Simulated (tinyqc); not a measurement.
Inside a calculation. Method: Pariser-Parr-Pople SCF with singles CI, for the molecule Fc1ccsc1 (SMILES; centres numbered as the heavy atoms are written). One step of it, computed by the program tinyqc.

Problem. Singles CI, triplets. Over the 4 single excitations with the smallest orbital gaps: A = (e_a - e_i) delta - (ij|ab), with (pq|rs) = sum c_mp c_mq gamma_mn c_nr c_ns.

orbital energies (eV): [-17.956970, -13.391573, -9.913644, -9.230023, -0.187677, 1.475063]

coefficients, order 1F, 2C, 3C, 4C, 5S, 6C:
$$\begin{pmatrix}
0.965191 & -0.151805 & -0.142832 & -0.115699 & 0.047433 & -0.096558 \\
0.239636 & 0.277910 & 0.469431 & 0.417771 & -0.276020 & 0.627897 \\
0.066703 & 0.321155 & 0.612831 & -0.253541 & -0.313840 & -0.595037 \\
0.024634 & 0.437120 & 0.143472 & -0.588090 & 0.574834 & 0.333844 \\
0.027376 & 0.659836 & -0.601501 & -0.082517 & -0.441806 & 0.007890 \\
0.071933 & 0.412461 & -0.035829 & 0.628601 & 0.545381 & -0.361716
\end{pmatrix}$$

repulsion gamma_rs (eV), order 1F, 2C, 3C, 4C, 5S, 6C:
$$\begin{pmatrix}
21.400000 & 6.300946 & 4.259754 & 3.194529 & 3.229004 & 4.259754 \\
6.300946 & 11.130000 & 5.344818 & 4.046371 & 4.163681 & 5.344818 \\
4.259754 & 5.344818 & 11.130000 & 5.346212 & 4.163220 & 4.045107 \\
3.194529 & 4.046371 & 5.346212 & 11.130000 & 5.552194 & 4.045936 \\
3.229004 & 4.163681 & 4.163220 & 5.552194 & 13.000000 & 5.552920 \\
4.259754 & 5.344818 & 4.045107 & 4.045936 & 5.552920 & 11.130000
\end{pmatrix}$$

Give: triplet CI matrix; triplet excitation energies.

Solution.

triplet CI matrix (eV), order 4>5, 3>5, 4>6, 3>6:
$$\begin{pmatrix}
2.7677 & 0.1390 & 0.2307 & 0.5653 \\
0.1390 & 3.9339 & 0.5653 & -0.2352 \\
0.2307 & 0.5653 & 4.8383 & -0.0857 \\
0.5653 & -0.2352 & -0.0857 & 5.1840
\end{pmatrix}$$

triplet excitation energies (eV): [2.6021, 3.6496, 5.0893, 5.3829]
